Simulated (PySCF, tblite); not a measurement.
## Complex of methanol and fluoride

A gas-phase complex of methanol and fluoride; charge -1, singlet. The structure comes from a short search (6 tight-binding starts) and was relaxed by PBE0-D3(BJ)/def2-TZVPD; another way of binding may lie lower. No frequency run checks that it is a minimum.

```tsv
part	name	SMILES	atoms	charge	multiplicity
1	methanol	CO	1–6	0	1
2	fluoride	[F-]	7	-1	1
```

| atom | part | x (Å) | y (Å) | z (Å) |
| --- | --- | --- | --- | --- |
| C1 | 1 | -0.422 | 0.248 | -0.052 |
| O2 | 1 | 0.896 | 0.168 | -0.431 |
| H3 | 1 | -1.131 | 0.146 | -0.898 |
| H4 | 1 | -0.716 | -0.528 | 0.684 |
| H5 | 1 | -0.633 | 1.224 | 0.419 |
| H6 | 1 | 1.056 | -0.805 | -0.897 |
| F7 | 2 | 1.198 | -1.971 | -1.442 |

Contacts between parts, classed by geometry: H6···F7 1.295 Å (shared proton, 178°).

Deforming the relaxed parts to their shape here costs 8.9 kcal/mol, which the interaction energies leave out.

Interaction energies are complex less parts, with the parts frozen as they stand in it; counterpoise-corrected, in kcal/mol (PySCF). The CCSD(T) estimate is Hartree-Fock/aug-cc-pVQZ, plus the MP2 correlation part extrapolated as X⁻³ from aug-cc-pVTZ and aug-cc-pVQZ, plus CCSD(T) less MP2 in aug-cc-pVDZ; noble-gas cores are frozen. It isn't the exact limit.

```json
{"level": "Hartree-Fock/aug-cc-pVQZ", "interaction": "-36.68", "superposition error removed": "-"}
{"level": "wB97M-D3(BJ)/def2-TZVPD", "interaction": "-37.69", "superposition error removed": "-0.11"}
{"level": "PBE0-D3(BJ)/def2-TZVPD", "interaction": "-40.18", "superposition error removed": "-0.11"}
{"level": "MP2/aug-cc-pVQZ", "interaction": "-38.21", "superposition error removed": "-0.92"}
```

(1) What does CCSD(T) at its estimated basis limit give, and which of these levels comes nearest?

(2) What holds them together? Decompose the wB97M-D3(BJ)/def2-TZVPD energy: frozen parts, their antisymmetrised product, then relaxation.

The parts were also relaxed and run alone, at the levels used for the complex: shieldings by PBE0/aug-pcSseg-2; core levels by delta-SCF with SCAN, aug-pcX-2 on the ionised atom and aug-pcseg-1 elsewhere, spin-free X2C.

Values alone: O2–H6 bond (Å): 0.959; shielding of H6 (ppm): 31.79; shielding of F7 (ppm): 479.9; shielding of O2 (ppm): 328.8; C1 1s core level (eV): 292.45; O2 1s core level (eV): 539.01; F7 1s core level (eV): 680.05.

(3) How do these values change when the complex forms?

## Answers

(1) -38.38 kcal/mol. MP2/aug-cc-pVQZ is nearest, off by +0.17; the errors are Hartree-Fock/aug-cc-pVQZ +1.70, wB97M-D3(BJ)/def2-TZVPD +0.69, PBE0-D3(BJ)/def2-TZVPD -1.80, MP2/aug-cc-pVQZ +0.17.

(2) electrostatic -54.8, Pauli repulsion +63.0, orbital relaxation -45.4, dispersion correction -0.6 kcal/mol, which sum to the value before the counterpoise correction; the Pauli term holds the exchange-correlation of the frozen density too. Of the attraction, 54 % is electrostatic, 45 % is orbital relaxation, 1 % is dispersion correction.

(3) 
| property | alone | in the complex | change |
| --- | --- | --- | --- |
| O2–H6 bond (Å) | 0.959 | 1.090 | +0.131 |
| shielding of H6 (ppm) | 31.79 | 15.37 | -16.42 |
| shielding of F7 (ppm) | 479.9 | 404.1 | -75.8 |
| shielding of O2 (ppm) | 328.8 | 321.2 | -7.6 |
| C1 1s core level (eV) | 292.45 | 287.14 | -5.31 |
| O2 1s core level (eV) | 539.01 | 531.63 | -7.38 |
| F7 1s core level (eV) | 680.05 | 682.59 | +2.55 |

Density functionals tend to overstate the lengthening and the red shift of so strongly bound an X–H bond.
